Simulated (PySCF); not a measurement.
**Electronic absorption of cyclohexene**

Cyclohexene, C₆H₁₀.
Bonds: C1–C2 (double), C2–C3, C3–C4, C4–C5, C5–C6, C1–C6. Hydrogens: H7 on C1; H8 on C2; H9, H10 on C3; H11, H12 on C4; H13, H14 on C5; H15, H16 on C6.

Level of theory: TDDFT CAM-B3LYP/def2-SVPD, vertical, gas phase, core orbitals frozen in the response in PySCF 2.14.0, density-fitted response routines. One conformer (not necessarily the lowest) at the GFN2-xTB geometry, without solvent, vibrations or thermal averaging.

Question: Predict the UV-vis stick spectrum at this level.

Answer: 

```
state  E (eV)  ν̃ (cm⁻¹)       f  symmetry  main configurations (H = HOMO, L = LUMO)
   S1    6.68      53840   0.033         B                     H→L (86%), H→L+3 (9%)
   S2    7.18      57930   0.221         B                               H→L+1 (90%)
   S3    7.61      61380  0.0018         –                               H→L+2 (89%)
   S4    7.77      62710  0.0010         –                H-1→L+1 (46%), H-1→L (40%)
   S5    7.87      63460   0.061         B                  H→L+3 (68%), H→L+5 (14%)
   S6    7.93      63980  0.0067         A                               H→L+4 (90%)
   S7    8.33      67170  0.0000         –                H-2→L (51%), H-2→L+1 (35%)
   S8    8.45      68180  0.0053         A                               H→L+6 (81%)
```

Triplets, Tamm–Dancoff:

| state | E (eV) | λ (nm) | main configurations (H = HOMO, L = LUMO) |
| --- | --- | --- | --- |
| T1 | 4.43 | 279.6 | H→L+1 (59%), H→L (21%), H→L+3 (12%) |
| T2 | 6.62 | 187.2 | H→L (60%), H→L+1 (30%) |
| T3 | 7.43 | 166.9 | H-1→L+1 (49%), H-1→L (33%) |

The lowest singlet comes at 186 nm (644 kJ/mol) in the vacuum ultraviolet; it is of moderate strength; its leading configuration is HOMO→LUMO (86%). The most intense listed level is S2 at 7.18 eV (173 nm, f = 0.221), 0.51 eV above S1. Löwdin shares by element: HOMO carbon 83% or more (atoms not listed hold the other 17%); LUMO carbon 41% or more (atoms not listed hold the other 59%). Weighted by f, the mean energy of these states is 7.30 eV. Of the 8 states listed, 3 reach f = 0.01 and 1 stays under 0.0005. Orbital energies (eV): HOMO-3 -10.70, HOMO-2 -10.29, HOMO-1 -9.91, HOMO -8.25, LUMO 1.38, LUMO+1 1.87, LUMO+2 2.08. Symmetry labels in C2 follow from the direction of the transition dipole and are given only for states with f of 0.002 or more. Only the lowest 8 singlets were computed, as vertical energies without vibronic structure.
